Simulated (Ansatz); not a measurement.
**AlNH2 (singlet): wave-function methods side by side at distance Al1–H3 = 2.170 Å, cc-pVDZ**

One table from this session's results is given with a row withheld; the runs are named, their logs left out.

The runs use Ansatz 0.2.0, Gaussian basis; cc-pVDZ, core rule «outside noble gas», up to 6 orbitals frozen.

Plan: UHF; CCSD(T) on RHF; CCSD(T) on UHF; BCCD(T) on RHF; CISD; CCSDT(Q) on RHF; CCSDT(Q) on UHF; CASSCF and MRCISD+Q, 2 electrons in 2 orbitals; CASSCF and NEVPT2, 2 electrons in 2 orbitals; CASSCF and NEVPT2, 10 electrons in 10 orbitals.

25 further runs of the same task are left out: 2 for a mislabelled method, 14 that didn't finish, 9 set aside as unsound or not needed.

## The geometry

The geometry derives from a PBE0/def2-TZVP stationary point (not a proven minimum). One bond is set to the value named and the two fragments are kept rigid.

4 atoms, charge 0, spin multiplicity 1.

Atoms are counted from 1 here; the program's logs count them from 0.

Bond lengths: Al1–N2 1.614 Å, N2–H4 0.997 Å. Angles: Al1–N2–H4 169.2°.

Set-up of the first run:

Contents of in.yaml:

```yaml
crystal:
  periodic: [false, false, false]
  atoms:
    - {symbol: Al, position_ang: [0.000000, -0.032580, 0.511952]}
    - {symbol: N, position_ang: [0.000000, 0.026654, -1.100934]}
    - {symbol: H, position_ang: [0.000000, 0.130790, 2.675793]}
    - {symbol: H, position_ang: [0.000000, -0.124864, -2.086811]}
basis:
  gaussian: {orbitals: cc-pVDZ}
magnetization: {spin_polarized: true, initial_magnetization: 0}
hamiltonian: {xc: hf}
output: {orbitals: {seedname: orbitals}}
```

Command:

```sh
$ ansatz run in.yaml --threads 1 --pin off --events-out ev --progress --plain --max-ram 2393MiB
```

Steps of the session up to this table: UHF; CCSD(T) on RHF; CCSD(T) on UHF; BCCD(T) on RHF; CISD; CCSDT(Q) on RHF; CCSDT(Q) on UHF; CASSCF and MRCISD+Q, 2 electrons in 2 orbitals; CASSCF and NEVPT2, 2 electrons in 2 orbitals; CASSCF and NEVPT2, 10 electrons in 10 orbitals.

One of the session's tables, all rows but one given; the rest of the session is left out.

```
        method  from RCCSDT(Q) (kcal/mol)
           RHF                    +175.12
           UHF                    +174.91
          RMP2                     +19.56
          CISD                     +24.28
         RCCSD                      +9.09
      RCCSD(T)                      +1.70
       BCCD(T)                      +1.69
        RCCSDT                      +1.08
     RCCSDT(Q)                          0
   CASSCF pair                    +156.76
   NEVPT2 pair                     +14.96
   MRCISD pair                     +18.75
 MRCISD+Q pair                      +4.79
CASSCF valence                          ?
NEVPT2 valence                     +19.17
```

Q: Estimate the row for CASSCF valence from the others.

**Answer.** from RCCSDT(Q) (kcal/mol): +71.78. In the column «from RCCSDT(Q) (kcal/mol)» it lies between CISD (+24.28) and CASSCF pair (+156.76).

Not comparable, so not listed: CCSD(T) on UHF; CCSDT(Q) on UHF (they don't share determinant, frozen orbitals or solution with the rows shown, or repeat one).

To keep in mind: Warnings: restricted reference is unstable; spin contamination; large T1 diagnostic.
